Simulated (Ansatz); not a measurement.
Anatase TiO₂ (metastable phase) was calculated with PBEsol in Ansatz (PAW).

Settings: plane-wave cutoff 520 eV, 12×12×12 k mesh, Fermi–Dirac smearing 0.01 eV, no spin polarisation, scalar-relativistic PAW data made under PBE.

Cell (measured lattice):

Space group I4₁/amd, origin choice 1 (No. 141); a = b = 3.7842 Å, c = 9.5146 Å, α = β = γ = 90.00°

```tsv
atom	site	symmetry	x	y	z
Ti	4a	-4m2	0.0000	0.0000	0.0000
O	8e	2mm.	0.0000	0.0000	0.2081
```
(The calculation used a cell of 6 atoms; values per cell refer to that cell.)

Task: What does this level give for the band gap, smallest direct gap on the k points sampled and direct gap at Γ?

Result: 
- band gap: 2.07 eV (indirect)
- smallest direct gap on the k points sampled: 2.42 eV
- direct gap at Γ: 2.56 eV

Note: cell and atoms aren't relaxed at this level (pressure -1.0 GPa).

Computing time: around 15 core-seconds (rough).

Ansatz is a quantum-chemistry and plane-wave program.
